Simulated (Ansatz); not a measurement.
## Fluorite CeO₂

Level of theory: PBEsol (Ansatz, a first-principles code, plane waves, PAW).

Settings: plane-wave cutoff 520 eV, 10×10×10 k mesh, Fermi–Dirac smearing 0.01 eV, no spin polarisation, scalar-relativistic PAW data made under PBE.

Cell (relaxed at this level):

```cif
data_CeO2
_chemical_formula_sum 'Ce1 O2'
_space_group_name_H-M_alt 'P 1'
_space_group_IT_number 1
_cell_length_a 3.81692
_cell_length_b 3.81692
_cell_length_c 3.81692
_cell_angle_alpha 60.000
_cell_angle_beta 60.000
_cell_angle_gamma 60.000
loop_
_space_group_symop_operation_xyz
  'x, y, z'
loop_
_atom_site_label
_atom_site_type_symbol
_atom_site_fract_x
_atom_site_fract_y
_atom_site_fract_z
_atom_site_occupancy
Ce1 Ce 0.00000 0.00000 0.00000 1
O1 O 0.25000 0.25000 0.25000 1
O2 O 0.75000 0.75000 0.75000 1
```

```json
{
  "band_gap": "1.99 eV",
  "smallest_direct_gap_on_the_k_points_sampled": "2.07 eV",
  "direct gap at Γ": "2.97 eV"
}
```

Measured, for comparison: band gap 3 eV (temperature not stated, not corrected to a static lattice, O 2p to Ce 4f, our sources range from 3.00 to 3.20; as tabulated in Tran et al. (2019), arXiv:1908.01820).

Spin–orbit coupling is not included.

The result took about 6 core-seconds (a rough figure).
